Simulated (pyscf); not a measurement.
`[SiH2][AsH2]` [doublet] + `[H][H]` -> `[SiH3][AsH2]` + `[H]` [doublet] (hydrogen abstraction; doublet surface; H–H broken, H–Si formed). Single points on ωB97X-D3(BJ)/def2-SVP structures (PySCF, gas phase). Energies in kcal/mol from the separated reactants.

```tsv
level	barrier	reaction energy
ωB97X-D3(BJ)/def2-TZVP	18.3	+14.4
PBE/def2-TZVP	16.7	+17.2
B3LYP-D3(BJ)/def2-TZVP	17.7	+18.2
PBE0-D3(BJ)/def2-TZVP	___	___
M06-2X/def2-TZVP	___	+17.2
ωB97M-D3(BJ)/def2-TZVP	18.2	+14.2
```

Question: What belongs in the gaps?

Answer: 
- PBE0-D3(BJ)/def2-TZVP, barrier: 16.6
- PBE0-D3(BJ)/def2-TZVP, reaction energy: +15.4
- M06-2X/def2-TZVP, barrier: 21.7

At PBE, B3LYP-D3(BJ) this geometry lies under the product side: in single points on another level's saddle the reverse barrier vanishes, and the forward threshold there is about the reaction energy. •H₂Si–AsH₂ lies 16.5 kcal/mol over its isomer H₃Si–AsH• (electronic energy, ωB97M-D3(BJ)/def2-TZVP). One saddle was located; it need not be the lowest between these sides. The angle at the transferred H is 180°. Elements up to Kr have no core potential and no relativistic terms here.
